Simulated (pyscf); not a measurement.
H₃C–OH + H• → H₂O + CH₃•, a substitution at O (doublet surface; C–O broken, H–O formed). PySCF, gas phase, ωB97X-D3(BJ)/def2-SVP geometries. Correlated levels are frozen-core, on RHF or UHF. ΔMP2 is the change of the MP2 total energy from the triple- to the quadruple-zeta basis. Energies in kcal/mol from the separated reactants.

Small-basis levels: PySCF, no dispersion term, spherical d functions. Open shells are spin-unrestricted. 

Q: In single points HF/3-21G puts the saddle at 34.6 kcal/mol and the reaction energy at -21.9 kcal/mol. Should these be trusted to within a few kcal/mol? Compare with CCSD(T)/def2-TZVPP + ΔMP2(QZVPP).

A: CCSD(T)/def2-TZVPP + ΔMP2(QZVPP) gives ΔE‡ = 24.4 kcal/mol and ΔE = -27.7 kcal/mol. HF/3-21G lies 10.3 kcal/mol over it in the barrier and 5.8 kcal/mol over it in the reaction energy, so on this step it does not hold to within 3.0 kcal/mol. CCSD(T)/def2-TZVPP + ΔMP2(QZVPP) has limits of its own. The same reactants have a lower exit, to H₂ + •H₂C–OH (barrier +8.2 kcal/mol at ωB97M-D3(BJ), against +24.4 kcal/mol here). This is the saddle that the search found; another between the same sides may lie lower. The angle at the attacked O is 156°. The CCSD(T) − MP2 part came from Ansatz, without density fitting, on the same reference.
